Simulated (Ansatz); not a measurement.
# CH3Si (quartet): wave-function methods side by side, cc-pVTZ

How much of the correlation energy of CH3Si (quartet) does each wave-function method recover here?

Method: cc-pVTZ, core rule «outside noble gas», up to 6 orbitals frozen; program: Ansatz 0.2.0, Gaussian basis.

The runs, in order: UHF; CCSD(T) on ROHF; CCSD(T) on UHF; BCCD(T) on ROHF; CCSDT(Q) on ROHF; CCSDT(Q) on UHF; CASSCF and NEVPT2, 11 electrons in 11 orbitals.

5 further runs of the same task are left out: 1 for a known fault of the program, 4 set aside as unsound or not needed.

### 1 The system

The geometry is a PBE0/def2-TZVP stationary point (not a proven minimum) of the parent state, kept for this charge and spin.

5 atoms, charge 0, spin multiplicity 4.

Atoms are counted from 1 here; the program's logs count them from 0.

Bond lengths: Si1–C2 1.889 Å, C2–H3 1.094 Å, C2–H4 1.094 Å, C2–H5 1.104 Å. Angles: Si1–C2–H3 114.9°, Si1–C2–H4 114.9°, Si1–C2–H5 103.3°, H3–C2–H4 109.8°, H3–C2–H5 106.5°, H4–C2–H5 106.5°.

### 2 UHF

The input, in.yaml:

```yaml
crystal:
  periodic: [false, false, false]
  atoms:
    - {symbol: Si, position_ang: [-0.001312, 0.000000, 0.686035]}
    - {symbol: C, position_ang: [-0.011727, 0.000000, -1.202731]}
    - {symbol: H, position_ang: [-0.442590, -0.894419, -1.661140]}
    - {symbol: H, position_ang: [-0.442590, 0.894419, -1.661140]}
    - {symbol: H, position_ang: [1.061461, 0.000000, -1.461718]}
basis:
  gaussian: {orbitals: cc-pVTZ}
magnetization: {spin_polarized: true, initial_magnetization: 3}
hamiltonian: {xc: hf}
output: {orbitals: {seedname: orbitals}}
```

Command:

```
$ ansatz run in.yaml --threads 1 --pin off --events-out ev --progress --plain --max-ram 4096MiB --backend cpu
```

The runs that follow: CCSD(T) on ROHF; CCSD(T) on UHF; BCCD(T) on ROHF; CCSDT(Q) on ROHF; CCSDT(Q) on UHF; CASSCF and NEVPT2, 11 electrons in 11 orbitals.

Q: Predict the results of all the runs planned. Wanted: UCCSDT(Q) below the RHF energy; RMP2 from UCCSDT(Q); UMP2 from UCCSDT(Q); RCCSD from UCCSDT(Q); RCCSD(T) from UCCSDT(Q); UCCSD(T) from UCCSDT(Q); RCCSDT(Q) from UCCSDT(Q); NEVPT2 valence from UCCSDT(Q); T1 diagnostic.

**Answer**, as computed:

```
                         quantity                                                   value
   UCCSDT(Q) below the RHF energy                                              -7.5420 eV
              RMP2 from UCCSDT(Q)                                             +1069.5 meV
              UMP2 from UCCSDT(Q)                                             +1065.4 meV
             RCCSD from UCCSDT(Q)                                              +332.8 meV
          RCCSD(T) from UCCSDT(Q)                                               +41.0 meV
          UCCSD(T) from UCCSDT(Q)                                               +38.9 meV
         RCCSDT(Q) from UCCSDT(Q)                                                +2.9 meV
    NEVPT2 valence from UCCSDT(Q)                                             +1324.1 meV
levels within 1 kcal/mol (43 meV)  RCCSD(T), UCCSD(T), BCCD(T), RCCSDT, UCCSDT, RCCSDT(Q)
                    T1 diagnostic                                                   0.025
   effectively unpaired electrons                                                    3.01
```

What this shows: RCCSD(T) misses by +41.0 meV, 0.5 % of the correlation energy. One determinant dominates. These misses are within one basis, not against nature; the frozen cores of restricted and unrestricted runs differ, which can shift their rows.
